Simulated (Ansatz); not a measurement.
Basis-set extrapolation for AlClH$_{4}$Si, SMILES `[AlH2][SiH2]Cl` (PBE0-D4/def2-TZVP geometry, frozen core, the Gaussian-basis code of Ansatz). Multiplicity 1, RHF reference.

|  | def2-TZVPP | def2-QZVPP |
| --- | --- | --- |
| HF | -992.739324 | -992.768300 |
| MP2 correlation | -0.392099 | -0.427567 |
| CCSD(T) correlation | -0.460914 | not run |

Energies in hartree. Use E(X) = E(∞) + A·exp(−7.88·√X) for Hartree–Fock and E(X) = E(∞) + B·X^(−2.97) for correlation, with X = 3 and 4, and add CCSD(T) minus MP2 of the smaller set to the MP2 limit.

Question: What is the CCSD(T) energy at the basis-set limit?

Answer: HF limit: -992.768300 + (-0.028976) × 0.13774 = -992.77229. MP2 limit: -0.427567 + (-0.035468) × 0.74074 = -0.45384. Higher-order term: -0.460914 − (-0.392099) = -0.06882. Total: -993.29495 hartree, 2.58 eV below CCSD(T)/def2-TZVPP.
